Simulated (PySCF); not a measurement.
# Gas-phase XPS of sulfuryl chloride fluoride, computed

Sulfuryl chloride fluoride, ClFO2S.
Geometry (PBE0-D3(BJ)/def2-SVP, Å), atoms numbered from 1 in this order:
```xyz
5
ClFO2S angstrom
O      0.2048   -1.0983   -1.0793
S      0.0028   -0.2233    0.0339
O      0.0392   -0.6326    1.4038
F     -1.3873    0.5070   -0.1946
Cl     1.1799    1.4158   -0.2013
```

Computed, not measured: delta-SCF UKS SCAN, pcX-2 on the ionised atom, pcseg-1 elsewhere, spin-free X2C in PySCF. Binding energies are ΔSCF values: E(core-ionised, relaxed orbitals) − E(ground state) at a fixed geometry, referred to the vacuum level.

**Question.** Give the core binding energies atom by atom.

**Answer.** 
```json
{"atom(s)": "Cl5", "environment": "chlorine bonded to S", "level": "Cl 1s", "binding energy (eV)": "2830.38", "2p1/2 (eV)": "–", "count": "1"}
{"atom(s)": "S2", "environment": "sulfonyl sulfur", "level": "S 1s", "binding energy (eV)": "2486.14", "2p1/2 (eV)": "–", "count": "1"}
{"atom(s)": "F4", "environment": "sulfur-bound fluorine", "level": "F 1s", "binding energy (eV)": "694.55", "2p1/2 (eV)": "–", "count": "1"}
{"atom(s)": "O1/O3", "environment": "sulfonyl oxygen", "level": "O 1s", "binding energy (eV)": "540.04", "2p1/2 (eV)": "–", "count": "2"}
{"atom(s)": "Cl5", "environment": "chlorine bonded to S", "level": "Cl 2p3/2", "binding energy (eV)": "207.79", "2p1/2 (eV)": "209.45", "count": "1"}
```

**Question.** Which effective nuclear charge Zeff reproduces each element's mean 1s value in the hydrogen-like formula E = 13.606 eV × Zeff²?

**Answer.** O (Z = 8): mean 540.0 eV, Zeff = 6.30, Z − Zeff = 1.70; F (Z = 9): mean 694.5 eV, Zeff = 7.14, Z − Zeff = 1.86; S (Z = 16): mean 2486.1 eV, Zeff = 13.52, Z − Zeff = 2.48; Cl (Z = 17): mean 2830.4 eV, Zeff = 14.42, Z − Zeff = 2.58. Means run over the listed sites, weighted by atom count.

**Question.** Which photon energy gives electrons from Cl 2p3/2 of Cl5 a kinetic energy of 100 eV, and what is their de Broglie wavelength?

**Answer.** hν = 207.79 + 100 = 307.79 eV, recoil neglected; λ = 12.264 Å/√(E/eV) = 1.23 Å.

The first atom of each set that the bonding makes equivalent was ionised and stands for the set. Not every level is listed. Spin–orbit coupling isn't in the SCF: each 2p doublet comes from a relaxed spin-free hole plus a matrix of the shell (mean-field spin–orbit coupling and the ground-state 2p splitting), with 2p3/2 averaged over its two sublevels. 2p1/2 minus 2p3/2 (ligand field included): Cl 1.65 eV. Geometry: PBE0-D3(BJ)/def2-SVP; no solvent, vibrations or thermal averaging.

Time: 13 s of wall time; peak memory 0.46 GiB. Hardware: an Arm Neoverse V1 with one thread, shared host with 64 logical CPUs at a one-minute load of 27.
